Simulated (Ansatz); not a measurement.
```yaml
crystal:
  periodic: [false, false, false]
  atoms:
    - {symbol: C, position_ang: [-1.418169, 0.018461, -0.002249]}
    - {symbol: Na, position_ang: [0.835969, -0.046728, 0.001237]}
    - {symbol: H, position_ang: [-2.168319, 0.845829, -0.001411]}
basis:
  gaussian: {orbitals: def2-TZVP}
magnetization: {spin_polarized: true, initial_magnetization: 2}
hamiltonian: {xc: pbe0}
relax: {f_tol: 0.004, max_steps: 80}
```

```sh
$ ansatz run in.yaml --threads 1 --pin off --events-out ev --progress --plain --max-ram 2176MiB
```

Steps of the relaxation (energy above the last step; positions in Å, forces in eV/Å):

```
3
step 1, 115.7 meV
C    -1.418    0.018   -0.002    0.232    0.480    0.002
Na    0.836   -0.047    0.001   -0.203   -0.123   -0.001
H    -2.168    0.846   -0.001   -0.029   -0.356   -0.001
```

```
3
step 2, 60.5 meV
C    -1.343    0.139   -0.002   -0.599    0.734    0.001
Na    0.875   -0.108    0.001   -0.179   -0.045    0.000
H    -2.283    0.787   -0.002    0.778   -0.689    0.000
```

```
3
step 3, 20.6 meV
C    -1.301    0.234   -0.002   -0.565    0.403    0.000
Na    0.866   -0.142    0.001   -0.037   -0.031    0.000
H    -2.315    0.726   -0.002    0.601   -0.372    0.000
```

```
3
step 5, 0.4 meV
C    -1.263    0.371   -0.001   -0.048    0.005    0.000
Na    0.846   -0.186    0.001    0.065   -0.014    0.000
H    -2.333    0.632   -0.002   -0.017    0.009    0.000
```

```
3
step 6, 0.0 meV
C    -1.268    0.364   -0.001   -0.001    0.000    0.000
Na    0.853   -0.185    0.001    0.001    0.000    0.000
H    -2.335    0.638   -0.002    0.000    0.000    0.000
```

Close pairs at the end: C1–H3 1.102 Å, C1–Na2 2.190 Å.

A stationary point of unrestricted PBE0 after 6 steps, with ⟨S²⟩ = 2.011 against 2.00 for a pure state; no frequencies were run, so it isn't proven a minimum. 5.5 s on 1 thread of AMD EPYC 9R45, shared host.
